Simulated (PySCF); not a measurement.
Worked example for trimethylsilane: homolysis of bond C1–Si2

Structure: `C[SiH](C)C` (C3H10Si). Numbering: `[CH3:1][SiH:2]([CH3:3])[CH3:4]`

Level of theory: M06-2X/def2-TZVP single points in PySCF, grid level 3; every species was optimised with PBE0-D3(BJ)/def2-SVP. Thermal corrections: PBE0-D3(BJ)/def2-SVP frequencies, unscaled, ideal gas at 298.15 K and 1 bar, quasi-RRHO entropy.

Step: `C[SiH](C)C` → CH3• + `C[SiH]C`.

| species | charge | multiplicity | E / Eh |
| --- | --- | --- | --- |
| `C[SiH](C)C` | 0 | 1 | -409.822098 |
| CH3• | 0 | 2 | -39.823712 |
| `C[SiH]C` | 0 | 2 | -369.849030 |

Thermal terms, products less reactant: Δ(H − E) = -16.62 kJ/mol, Δ(G − E) = -68.06 kJ/mol. 1 Eh = 2625.50 kJ/mol.

Problem. What are ΔE, ΔH and ΔG of this step?

Solution. ΔE = 0.149356 Eh = 392.13 kJ/mol; ΔH = 375.5 kJ/mol; ΔG = 324.1 kJ/mol, all in the gas phase at 298.15 K and 1 bar. The digits show the arithmetic; the method itself can be off by 10 kJ/mol or more.
